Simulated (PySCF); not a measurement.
Molecule: `F[C@H]1CC[NH2+]C1`, [C₄H₉FN]+.

Bonds (- single, = double, # triple, : aromatic): F1-C2, C2-C3, C3-C4, C4-N5, N5-C6, C6-C2. C2 carries H7; C3 carries H8, H9; C4 carries H10, H11; N5 carries H12, H13; C6 carries H14, H15. Formal charges: N5 +1. Stereochemistry as in F[C@H]1CC[NH2+]C1.

Total charge +1. H9, H11, H12, H14 are cis to F1 on the ring; H8, H10, H13, H15 are trans to F1 on the ring.

Frames of a GFN2-xTB Langevin trajectory at 600 K; GIAO PBE0/pcSseg-1 shieldings in PySCF, gas phase, non-relativistic; equivalent atoms averaged within each frame.

δ = σ(ref) − σ, references computed at the same level: ¹⁹F (σ = 170.95 ppm) vs CFCl3; TMS for ¹³C (σ = 186.93 ppm) and ¹H (σ = 31.72 ppm); ¹⁵N (σ = 267.73 ppm) vs NH3. The references are static minima.

**Question.** How do the shifts (ppm) fluctuate along the trajectory?

**Answer.** 
```tsv
time (fs)	F1	C2	C6	C4	C3	N5	H13	H7	H14	H15
optimised geometry	-192.5	93.6	59.2	50.2	33.4	70.9	5.18	6.06	4.25	3.36
250	-189.8	99.9	68.4	46.8	44.2	64.5	6.79	6.39	5.78	5.05
425	-176.8	101.3	62.1	57.5	47.6	71.2	6.70	6.88	5.86	3.40
625	-188.5	93.3	62.4	41.4	34.8	68.2	5.76	6.23	5.60	3.16
800	-167.3	94.1	62.7	48.0	42.1	62.1	5.67	6.71	3.21	3.34
1000	-215.6	92.6	56.4	64.8	30.4	81.3	6.48	6.16	5.42	3.00
mean of frames	-187.6	96.3	62.4	51.7	39.8	69.5	6.28	6.48	5.18	3.59
standard deviation	18.2	4.0	4.2	9.3	7.1	7.5	0.53	0.31	1.11	0.83
```

5 frames give an uncertainty of the mean of about the standard deviation over 2.2 at best, since frames this close in time may not be independent; classical motion lacks zero-point vibration, and the reference would need the same averaging.
